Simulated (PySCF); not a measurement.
Published values to compare with (the computed states carry no symmetry labels, so the two lists aren't matched line by line):

```json
{"state": "3A2(n→3p)", "E (eV)": "5.81", "f": "", "kind of transition": "vertical absorption", "source": "[1]"}
{"state": "3B1(n→3p)", "E (eV)": "5.88", "f": "", "kind of transition": "vertical absorption", "source": "[1]"}
{"state": "1A2(n→3p)", "E (eV)": "6.18", "f": "", "kind of transition": "vertical absorption", "source": "[1]"}
{"state": "1B1(n→3p)", "E (eV)": "6.24", "f": "0.063", "kind of transition": "vertical absorption", "source": "[1]"}
```

[1] computed, theoretical best estimate (aug-cc-pVTZ, frozen core, CC3 geometry), gas; Veril, Scemama, Caffarel, Lipparini, Boggio-Pasqua, Jacquemin, Loos, WIREs Comput. Mol. Sci. 2021, 11, e1517 (QUESTDB)

Hydrogen sulfide, H2S.
Atom-mapped SMILES: `[SH2:1]` (hydrogens: H2, H3 on S1)

Structure used (GFN2-xTB), in Å, numbered top down from 1:
```xyz
3
H2S angstrom
S     -0.0291    0.6107   -0.0026
H     -0.9357   -0.3581   -0.0113
H      0.9763   -0.2551    0.0014
```

Method: TDDFT wB97X-D/def2-SVPD, vertical, gas phase, core orbitals frozen in the response (PySCF).

Computed singlets: 6.30 eV (f 0.000); 6.45 eV (f 0.077); 8.06 eV (f 0.000); 8.31 eV (f 0.002); 8.77 eV (f 0.008); 9.24 eV (f 0.137); 9.43 eV (f 0.144); 9.69 eV (f 0.002). Computed triplets (Tamm–Dancoff): 5.87, 6.11, 8.03 eV.

**Question.** How does the lowest computed singlet compare with the best estimate listed for the lowest singlet (vertical absorption)?

**Answer.** 6.30 eV against 6.18 eV for 1A2(n→3p) [1]: a difference of +0.12 eV. Geometry and basis of the two calculations needn't be the same.

**Question.** How does the lowest computed triplet compare with the best estimate listed for the lowest triplet (vertical absorption)?

**Answer.** 5.87 eV against 5.81 eV for 3A2(n→3p) [1]: a difference of +0.06 eV. Geometry and basis of the two calculations needn't be the same.
